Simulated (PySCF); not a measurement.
**Core-level binding energies of hydrogen peroxide**

Species: hydrogen peroxide, H₂O₂.
Numbering: `[OH:1][OH:2]`

Cartesian coordinates in Å at the PBE0-D3(BJ)/def2-SVP level; atoms count from 1:
```
atom  x, y, z in Å
O1    -0.6674    0.1671    0.2204
O2     0.6665    0.2705   -0.2504
H3    -1.0658   -0.3762   -0.4730
H4     1.1499   -0.1518    0.4726
```

Computed, not measured: delta-SCF UKS SCAN, pcX-2 on the ionised atom, pcseg-1 elsewhere, spin-free X2C (PySCF). Vertical ΔSCF values, vacuum level as zero.

What binding energy does each computed site have?

| atom(s) | bonded to | level | binding energy (eV) | count |
| --- | --- | --- | --- | --- |
| O1/O2 | O and H | O 1s | 540.65 | 2 |

Express the binding energy of O 1s of O1/O2 in atomic units and per mole.

540.65 eV = 19.8685 Eh = 52165 kJ/mol.

Which photon energy gives electrons from O 1s of O1/O2 a kinetic energy of 20 eV, and what is their de Broglie wavelength?

hν = 540.65 + 20 = 560.65 eV, recoil neglected; λ = 12.264 Å/√(E/eV) = 2.74 Å.

The first atom of each set that the bonding makes equivalent was ionised and stands for the set. Isolated species at its PBE0-D3(BJ)/def2-SVP geometry, gas phase.

On one thread, Arm Neoverse V1 (aarch64), shared host with 64 logical CPUs at a one-minute load of 12, this took 0.93 s of wall time and 0.34 GiB of memory at its peak.
